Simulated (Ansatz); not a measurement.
Frontier orbitals of CH5FN2O (`NC(N)(O)F`).

Cartesian coordinates in Å:
```
N -0.056 -0.999 -0.863
C -0.201 0.225 -0.149
N -0.137 -0.044 1.240
O 0.697 1.245 -0.467
F -1.412 0.750 -0.546
H -0.092 -0.817 -1.857
H 0.828 -1.434 -0.634
H -0.780 -0.785 1.485
H -0.352 0.791 1.768
H 1.505 1.068 0.023
```

The species carries charge 0 and has multiplicity 1. All single points use the PBE0-D4/def2-TZVP geometry. It is one conformer, not always the lowest. Basis def2-TZVPP, the Gaussian-basis code of Ansatz.

Orbital energies of one run (eV). Highest occupied ones, from the top: -10.12, -10.74, -11.97, -13.40, -13.66, -13.98, -15.11, -16.31, -17.01, -17.94, -18.64, -20.78, -27.11, -28.55. Empty: 2.15, 3.23, 3.48, 4.15, 4.58, 6.70.

Problem. Which functional gave them?
A. BLYP
B. r2SCANh
C. PBE
D. ωB97M-V

Solution. D. HOMO energies: ωB97M-V -10.12, PBE -6.03, r2SCANh -7.00, BLYP -5.95 eV.
